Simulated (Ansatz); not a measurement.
# One shape, several levels: CH5FSi (SMILES C[SiH2]F)

Aim: a comparison of 6 runs (HF/3-21G, HF/def2-SVP, HF/6-311G**, BLYP/STO-3G, PBE/STO-3G, B3LYP/6-31G*) of CH5FSi. 

The results are computed with Ansatz 0.2.0.

9 further runs of the same task are left out: 2 for a known fault of the program, 1 that didn't finish, 6 set aside as unsound or not needed.

### 1 Starting point

The species is CH5FSi (8 atoms), meant as a singlet with charge 0. SMILES: `C[SiH2]F`. The coordinates come from a PBE0-D4/def2-TZVP relaxation.

Bond lengths: C1–Si2 1.853 Å, Si2–F3 1.604 Å, C1–H4 1.092 Å, C1–H5 1.094 Å, C1–H6 1.092 Å, Si2–H7 1.485 Å, Si2–H8 1.485 Å. Some angles: C1–Si2–F3 109.4°, C1–Si2–H7 111.5°, C1–Si2–H8 111.5°, F3–Si2–H7 107.3°, F3–Si2–H8 107.3°, Si2–C1–H4 111.0°, Si2–C1–H5 110.1°, Si2–C1–H6 111.1°, H7–Si2–H8 109.7°, H4–C1–H5 108.1°.

### 2 Energy and forces at HF/3-21G (run 1)

Contents of in.yaml:

```yaml
crystal:
  periodic: [false, false, false]
  atoms:
    - {symbol: C, position_ang: [-0.521400, 0.700300, -0.437000]}
    - {symbol: Si, position_ang: [0.448400, -0.642000, 0.395200]}
    - {symbol: F, position_ang: [1.946500, -0.649600, -0.178800]}
    - {symbol: H, position_ang: [-0.562400, 0.542500, -1.517100]}
    - {symbol: H, position_ang: [-1.546700, 0.713200, -0.056500]}
    - {symbol: H, position_ang: [-0.077200, 1.680300, -0.248400]}
    - {symbol: H, position_ang: [0.538700, -0.420800, 1.860700]}
    - {symbol: H, position_ang: [-0.133700, -1.981200, 0.126000]}
basis:
  gaussian:
    orbitals: 3-21G.json
accuracy: high
output:
  forces: true
  orbitals: {seedname: orbitals}
hamiltonian:
  xc: hf
```

The basis set 3-21G is read from a file made from the Basis Set Exchange's data (not shown).

Command:

```console
ansatz run in.yaml --threads 1 --pin off --max-ram 2610MiB --events-out events.jsonl --progress --plain --runs-dir runs
```

The program printed:

```text
Warning: RAYON_NUM_THREADS=1 ignored (pool sized by the plan → 1); use --threads N
Functional definition: HF
  name "HF"
  exchange = exact_x
  correlation = 0
933 factors; integrals over basis functions are off by at most 7.9e-9 eV
mean field evaluation 1: about -11615.3353 eV, gradient 2.7e1 eV
mean field evaluation 2: about -11615.5434 eV, gradient 2.8e1 eV
mean field evaluation 4: about -11617.0772 eV, gradient 1.6e0 eV
mean field evaluation 8: about -11617.0933 eV, gradient 8.9e-2 eV
mean field evaluation 16: about -11617.0933 eV, gradient 3.1e-8 eV
mean field -11617.09334060 eV, -426.9203059185 hartree, gradient 3.1e-8 eV, S^2 0.000000; 0 other end points of the search recorded, 0 dependent functions left out
the calculation of the forces begins
reference -11617.09334060 eV, -426.9203059185 hartree; 17, 17 occupied and 24, 24 virtual orbitals, 933 factors
Total energy: -11617.09334060 eV, -426.9203059185 hartree
Atom 0 at    -0.521400     0.700300    -0.437000 Å, force    -0.582823     0.604244    -0.315613 eV/Å
Atom 1 at     0.448400    -0.642000     0.395200 Å, force    -0.590171    -0.686778     0.845581 eV/Å
Atom 2 at     1.946500    -0.649600    -0.178800 Å, force     1.349640    -0.031814    -0.493574 eV/Å
Atom 3 at    -0.562400     0.542500    -1.517100 Å, force    -0.029839     0.125337     0.249120 eV/Å
Atom 4 at    -1.546700     0.713200    -0.056500 Å, force     0.214258     0.065960    -0.140777 eV/Å
Atom 5 at    -0.077200     1.680300    -0.248400 Å, force    -0.167109    -0.198709    -0.110370 eV/Å
Atom 6 at     0.538700    -0.420800     1.860700 Å, force    -0.111918     0.026550    -0.055764 eV/Å
Atom 7 at    -0.133700    -1.981200     0.126000 Å, force    -0.082040     0.095211     0.021398 eV/Å
Dipole moment:    -0.421766     0.118581     0.056954 e Å
```

Run time: 0.56 s. Hardware: 1 thread of Arm Neoverse V2, shared host.

### 3 Energy and forces at HF/def2-SVP (run 2)

Contents of job.yaml:

```yaml
crystal:
  periodic: [false, false, false]
  atoms:
    - {symbol: C, position_ang: [-0.521400, 0.700300, -0.437000]}
    - {symbol: Si, position_ang: [0.448400, -0.642000, 0.395200]}
    - {symbol: F, position_ang: [1.946500, -0.649600, -0.178800]}
    - {symbol: H, position_ang: [-0.562400, 0.542500, -1.517100]}
    - {symbol: H, position_ang: [-1.546700, 0.713200, -0.056500]}
    - {symbol: H, position_ang: [-0.077200, 1.680300, -0.248400]}
    - {symbol: H, position_ang: [0.538700, -0.420800, 1.860700]}
    - {symbol: H, position_ang: [-0.133700, -1.981200, 0.126000]}
basis:
  gaussian:
    orbitals: def2-SVP
accuracy: high
output: {forces: true, orbitals: {seedname: orbitals}}
hamiltonian:
  xc: hf
```

Command:

```console
ansatz run job.yaml --threads 1 --pin off --max-ram 2610MiB --events-out events.jsonl --progress --plain --runs-dir runs
```

The program printed, shortened:

```text
Warning: RAYON_NUM_THREADS=1 ignored (pool sized by the plan → 1); use --threads N
Functional definition: HF
  name "HF"
[...]
1587 factors; integrals over basis functions are off by at most 3.8e-9 eV
[...]
mean field -11674.09962173 eV, -429.0152481096 hartree, gradient 6.3e-9 eV, S^2 0.000000; 0 other end points of the search recorded, 0 dependent functions left out
[...]
reference -11674.09962173 eV, -429.0152481096 hartree; 17, 17 occupied and 54, 54 virtual orbitals, 1587 factors
Total energy: -11674.09962173 eV, -429.0152481096 hartree
Atom 0 at    -0.521400     0.700300    -0.437000 Å, force    -0.145985     0.181966    -0.104738 eV/Å
Atom 1 at     0.448400    -0.642000     0.395200 Å, force    -0.304694    -0.336499     0.419417 eV/Å
Atom 2 at     1.946500    -0.649600    -0.178800 Å, force     0.403749     0.010310    -0.164829 eV/Å
Atom 3 at    -0.562400     0.542500    -1.517100 Å, force    -0.001224     0.019528     0.008976 eV/Å
Atom 4 at    -1.546700     0.713200    -0.056500 Å, force     0.011947     0.016402    -0.018761 eV/Å
Atom 5 at    -0.077200     1.680300    -0.248400 Å, force    -0.011618    -0.006160    -0.018461 eV/Å
Atom 6 at     0.538700    -0.420800     1.860700 Å, force    -0.011278    -0.023852    -0.151354 eV/Å
Atom 7 at    -0.133700    -1.981200     0.126000 Å, force     0.059104     0.138305     0.029751 eV/Å
Dipole moment:    -0.378442     0.122036     0.037061 e Å
```

Run time: 2 s. Hardware: 1 thread of Arm Neoverse V2, shared host.

Runs 3 to 5 aren't shown in full; the table further down has their settings and results.

### 4 Energy and forces at B3LYP/6-31G(d) (Cartesian functions) (run 6)

Contents of molecule.yaml:

```yaml
basis:
  gaussian:
    orbitals: "6-31G*"
crystal:
  periodic: [false, false, false]
  atoms:
    - {symbol: C, position_ang: [-0.521400, 0.700300, -0.437000]}
    - {symbol: Si, position_ang: [0.448400, -0.642000, 0.395200]}
    - {symbol: F, position_ang: [1.946500, -0.649600, -0.178800]}
    - {symbol: H, position_ang: [-0.562400, 0.542500, -1.517100]}
    - {symbol: H, position_ang: [-1.546700, 0.713200, -0.056500]}
    - {symbol: H, position_ang: [-0.077200, 1.680300, -0.248400]}
    - {symbol: H, position_ang: [0.538700, -0.420800, 1.860700]}
    - {symbol: H, position_ang: [-0.133700, -1.981200, 0.126000]}
hamiltonian:
  xc: {name: B3LYP}
accuracy: high
output: {forces: true, orbitals: {seedname: orbitals}}
```

Command:

```console
ansatz run molecule.yaml --threads 1 --pin off --max-ram 2610MiB --events-out events.jsonl --progress --plain --runs-dir runs
```

The program printed, shortened:

```text
Warning: RAYON_NUM_THREADS=1 ignored (pool sized by the plan → 1); use --threads N
Functional definition: B3LYP
  name "B3LYP"
[...]
1324 factors; integrals over basis functions are off by at most 3.8e-9 eV
[...]
mean field -11714.85261169 eV, -430.5128928675 hartree, gradient 7.3e-9 eV, S^2 0.000000; 0 other end points of the search recorded, 0 dependent functions left out
[...]
reference -11714.85264750 eV, -430.5128941835 hartree; 17, 17 occupied and 42, 42 virtual orbitals, 1324 factors
Total energy: -11714.85264750 eV, -430.5128941835 hartree
Atom 0 at    -0.521400     0.700300    -0.437000 Å, force    -0.117917     0.072306    -0.016734 eV/Å
Atom 1 at     0.448400    -0.642000     0.395200 Å, force    -0.100771    -0.220116     0.235691 eV/Å
Atom 2 at     1.946500    -0.649600    -0.178800 Å, force     0.518003    -0.000561    -0.199336 eV/Å
Atom 3 at    -0.562400     0.542500    -1.517100 Å, force    -0.023625     0.020097    -0.109348 eV/Å
Atom 4 at    -1.546700     0.713200    -0.056500 Å, force    -0.123807     0.042572     0.009461 eV/Å
Atom 5 at    -0.077200     1.680300    -0.248400 Å, force     0.015660     0.110679    -0.007158 eV/Å
Atom 6 at     0.538700    -0.420800     1.860700 Å, force    -0.073633     0.011462     0.069988 eV/Å
Atom 7 at    -0.133700    -1.981200     0.126000 Å, force    -0.093910    -0.036439     0.017435 eV/Å
Dipole moment:    -0.329070     0.131984     0.008910 e Å
```

Run time: 5.4 s. Hardware: 1 thread of Arm Neoverse V2, shared host.

### 5 The series

```
run                               level  Cartesian functions  energy (Eh)  dipole moment (D)  HOMO energy (eV)  LUMO energy (eV)  wall time
  1                            HF/3-21G                   no  -426.920306               2.12            -12.59              4.82     0.56 s
  2                         HF/def2-SVP                   no  -429.015248               1.92            -12.69              4.48        2 s
  3                         HF/6-311G**                   no  -429.262129               2.02            -12.68              3.64      3.3 s
  4                         BLYP/STO-3G                   no  -425.080610               0.56             -2.90              6.88      2.1 s
  5                          PBE/STO-3G                   no  -424.861028               0.62             -2.94              6.81      2.1 s
  6  B3LYP/6-31G* (Cartesian functions)                  yes  -430.512894               1.70             -8.77              0.74      5.4 s
```

### 6 What came out

| quantity | value |
| --- | --- |
| run 6: total energy | -430.51289 Eh |
| run 6: dipole moment | 1.70 D |
| run 6: HOMO energy | -8.77 eV |
| run 6: LUMO energy | 0.74 eV |
| run 6: HOMO–LUMO gap | 9.52 eV |
| run 6: largest force on an atom | 0.555 eV/Å |

The dipole moment (its size) runs from 0.56 D (BLYP/STO-3G) to 2.12 D (HF/3-21G). The two ends differ in method and basis. The HOMO–LUMO gap runs from 9.52 eV (B3LYP/6-31G*) to 17.41 eV (HF/3-21G). Totals of different functionals can't be ranked against each other. In runs 4, 5 the basis is minimal, so the values are rough. All runs together took 15 s, the longest 5.4 s.
